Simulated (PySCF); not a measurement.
One molecule, a ladder of functionals, a line

Molecule: 2,2,2-trifluoroethanol (SMILES OCC(F)(F)F).

Geometry:
```tsv
atom	x (Å)	y (Å)	z (Å)
O1	-0.734	-0.876	-1.135
C2	-0.682	0.127	-0.177
C3	0.614	0.093	0.605
F4	1.659	0.180	-0.234
F5	0.684	1.120	1.454
F6	0.757	-1.030	1.302
H7	-0.008	-0.738	-1.754
H8	-1.509	-0.026	0.532
H9	-0.781	1.149	-0.593
```

GIAO shieldings (ppm, equivalent atoms averaged) in PySCF 2.14.0 with density-fitted response routines on the PBE0-D3(BJ)/def2-SVP geometry, basis pcSseg-2, gas phase, non-relativistic:

```tsv
functional	exact exchange (%)	σ(O1)	σ(C3)	σ(C2)	σ(F4/F5/F6)
BLYP	0	300.9	34.2	104.9	250.6
BP86	0	306.1	39.3	110.3	252.0
PBE	0	306.3	39.3	110.4	251.0
B3LYP	20	309.5	42.8	111.3	263.7
mPW1PW91	25	315.3	48.8	117.0	268.1
BHandHLYP	50	319.5	55.0	119.4	280.8
HF	100	331.5	75.0	131.7	307.2
```

Problem. Fit each shielding as a line in the percentage of exact exchange.

Solution. σ(O1) = 305.1 + 0.27 x (rms 2.2 ppm); σ(C3) = 37.4 + 0.37 x (rms 2.0 ppm); σ(C2) = 108.6 + 0.23 x (rms 2.1 ppm); σ(F4/F5/F6) = 252.0 + 0.56 x (rms 1.1 ppm). The functionals also differ in their semilocal parts, which the line can't hold; Hartree–Fock has no correlation at all.

Problem. What does the line predict for PBE0 (25 %), and what does the run give?

Solution. σ(O1): 311.9 predicted, 316.0 computed; σ(C3): 46.6 predicted, 49.5 computed; σ(C2): 114.3 predicted, 117.7 computed; σ(F4/F5/F6): 266.0 predicted, 267.5 computed ppm.
